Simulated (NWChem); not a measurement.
# C4H4N2, triplet; SMILES of the neutral closed-shell parent c1cnccn1

```xyz
10

C      1.1589    -0.6931     0.0000
C      1.1555     0.6988     0.0000
N     -0.0033     1.3722     0.0000
C     -1.1589     0.6931     0.0000
C     -1.1555    -0.6988     0.0000
N      0.0033    -1.3722     0.0000
H      2.1135    -1.2261     0.0000
H      2.1075     1.2363     0.0000
H     -2.1135     1.2261     0.0000
H     -2.1075    -1.2363     0.0000
```
Atoms are numbered in this order, from 1.

Results from NWChem. Spin-unrestricted. In the optimisation the excess spin sits in ag and au (C2h, its own frame). All runs use the structure optimised with PBE0/def2-SVP, spin-unrestricted. Not confirmed as a minimum by frequencies. The spin multiplicity was typed, not searched, and may not be the lowest. No stability test was run on the SCF state. Level: M06-2X/def2-SVP with SMD (1 M gas to 1 M solution), gas-phase geometry. Reactions with the solvent are ignored.

```tsv
solvent	dielectric constant	solvation free energy (kcal/mol)	cavity-dispersion-structure term (kcal/mol)
water	78.4	?	?
dimethyl sulfoxide	46.8	-4.1	1.6
ethanol	24.9	-5.1	0.5
1-octanol	9.86	-4.5	0.7
toluene	2.37	-4.3	-1.2
```

Task: What belongs in the gaps?

Result: 
- water, solvation free energy (kcal/mol): -5.8
- water, cavity-dispersion-structure term (kcal/mol): 0.0
